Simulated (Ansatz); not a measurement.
Two shapes of singlet C2H6O.

Shape 1:

```xyz
9

O     0.0000    0.0000   -0.5779
C     0.0000    1.1610    0.1881
C     0.0000   -1.1610    0.1881
H     0.0000    2.0214   -0.4962
H    -0.8952    1.2329    0.8396
H     0.8952    1.2329    0.8396
H     0.0000   -2.0214   -0.4962
H     0.8952   -1.2329    0.8396
H    -0.8952   -1.2329    0.8396
```

Shape 2:

```xyz
9

O     0.0000    0.0000   -0.5316
C     0.0000    1.0681    0.1731
C     0.0000   -1.0681    0.1731
H     0.0000    1.8597   -0.4566
H    -0.8236    1.1342    0.7724
H     0.8236    1.1342    0.7724
H     0.0000   -1.8597   -0.4566
H     0.8236   -1.1342    0.7724
H    -0.8236   -1.1342    0.7724
```

Basis set: def2-TZVP (spherical functions). Correlated methods keep 3 orbitals frozen. Charge 0, multiplicity 1.

Computed with Ansatz (development build ahead of 0.2.0); each method stands on the lowest determinant of its kind that the runs found.

Question: Which shape is lower in energy, and by how much in each method?

Answer:

```csv
method,E(2) − E(1) (eV)
RHF,1.227
RHF-MP2,1.486
```

Shape 1 is lower. Caution: no unrestricted run beside it, a lower state can exist.
